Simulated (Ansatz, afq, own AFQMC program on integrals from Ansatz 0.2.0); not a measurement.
## SiNH$_{4}$, doublet: AFQMC among the cluster methods

| atom | x (Å) | y (Å) | z (Å) |
| --- | --- | --- | --- |
| N | -1.7683 | 0.0200 | -0.0192 |
| H | -2.0656 | 0.9878 | -0.0192 |
| H | -2.0656 | -0.3823 | 0.8610 |
| H | -0.6643 | 0.0200 | -0.0192 |
| Si | 1.0037 | 0.0200 | -0.0192 |
| H | 1.4002 | -1.4595 | -0.0192 |

Connectivity, by distances: NH2 ··· SiH, 1 bridging H.

Basis cc-pVTZ. Only valence electrons are correlated. Ansatz 0.2.0 and our own AFQMC program on the same integrals; the CISD trial comes from CCSD amplitudes, and released means the phaseless constraint is let go. Error bars are statistical, one sigma.

Determinant: UHF, the one that the program's search chose, which needn't be the lowest solution. The geometry is a point of a scan.

No full CI on the walks' own integrals is used here. The released AFQMC energy serves as the reference, which it does only where one determinant dominates, the energy is flat over the last release times and near the phaseless one (40 meV or 2 meV an electron, half that with transition metals). On small molecules, where full CI could be run and the noise was under 10 meV, such values lay within 10 meV of it in 19 cases of 20, a flattering rate, since the rule was set on those same cases; what remains of the bias isn't in the error bar.

Cautions: unrestricted determinant slightly spin contaminated (⟨S²⟩ 0.80 against 0.75); the released value is read at 2.40 1/Eh with a noise of 11 meV, more than in the cases checked (meV from the phaseless value at times in 1/Eh: -3 ± 10 at 0.24, -7 ± 4 at 0.51, -22 ± 7 at 0.99, -31 ± 10 at 1.62, -17 ± 11 at 2.40).

```
T1 diagnostic                               : 0.0263
weight of the determinant in the CISD state : 0.842
⟨S²⟩ of the determinant                     : 0.801
size of the correlated space                : 13 electrons in 114 orbitals
```

Reference: AFQMC with the constraint released, correlation energy -10.361 ± 0.011 eV.

| level | E − E(reference) (mEh) | share of correlation (%) |
| --- | --- | --- |
| HF | 380.77 ± 0.42 | 0.00 |
| MP2 | 49.82 ± 0.42 | 86.92 |
| CCSD | 15.66 ± 0.42 | 95.89 |
| CCSD(T) | 1.73 ± 0.42 | 99.55 |
| ph-AFQMC/CISD | 0.61 ± 0.55 | 99.84 |

Released energies are given only where the last usable release times agree within the noise; a slower fall can still hide under it.
